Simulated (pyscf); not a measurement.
**Hydrogen abstraction: H₃Si–O–SiH₃ (SMILES [SiH3]O[SiH3]) + H• (SMILES [H]) -> •H₂Si–O–SiH₃ (SMILES [SiH2]O[SiH3]) + H₂ (SMILES [H][H])**

Gas phase, doublet surface, charge 0. Bonds broken: Si1–H5. Bonds formed: H4–H5. Optimised with ωB97X-D3(BJ)/def2-SVP in PySCF.

Transition state (Å):

```xyz
10

Si     1.1205    -1.2415     0.3861
O      0.4584     0.1687     0.9458
Si    -0.9861     0.8860     1.3468
H      0.0197    -1.7973    -2.0990
H      0.5084    -1.5865    -1.0530
H      2.5930    -1.0693     0.2605
H     -1.8724     0.9531     0.1494
H     -1.6690     0.0957     2.4120
H     -0.7066     2.2590     1.8427
H      0.8050    -2.3735     1.3078
```

One imaginary mode, 1011i cm⁻¹; descent along it reached the two sides named.

```json
[
 {"bond": "Si1–H5", "change": "breaks", "reactant side (Å)": "1.492", "saddle": "1.601", "product side": "3.2"},
 {"bond": "H4–H5", "change": "forms", "reactant side (Å)": "3.3", "saddle": "1.174", "product side": "0.761"}
]
```

Electronic energies relative to the separated reactants (eV):

```tsv
level	barrier	reaction energy	reverse barrier
ωB97X-D3(BJ)/def2-TZVP	0.22	-0.44	0.65
PBE/def2-TZVP	-0.01	-0.59	0.58
r²SCAN/def2-TZVP	-0.03	-0.62	0.59
B3LYP-D3(BJ)/def2-TZVP	0.01	-0.61	0.62
PBE0-D3(BJ)/def2-TZVP	0.08	-0.50	0.58
M06-2X/def2-TZVP	0.25	-0.55	0.80
ωB97M-D3(BJ)/def2-TZVP	0.22	-0.44	0.65
HF/def2-TZVP	0.62	-0.21	0.84
```

With ωB97M-D3(BJ)/def2-TZVP energies and thermal terms (ideal gas, 1 atm, RRHO with modes under 100 cm⁻¹ raised to 100, one conformer, R ln 2 for chiral ones without a mode under 150 cm⁻¹), in eV:

```csv
T (K),ΔH‡,ΔG‡,ΔH,ΔG
298,0.15,0.42,-0.41,-0.47
600,0.14,0.71,-0.41,-0.53
900,0.13,1.00,-0.43,-0.59
1200,0.13,1.29,-0.45,-0.64
```

At r²SCAN this geometry lies under the reactants; that is no barrier but a single point on another level's saddle; such a level's own saddle, if it has one, lies nearer that side and is low. One saddle was located; it need not be the lowest between these sides. The angle at the transferred H is 177°.
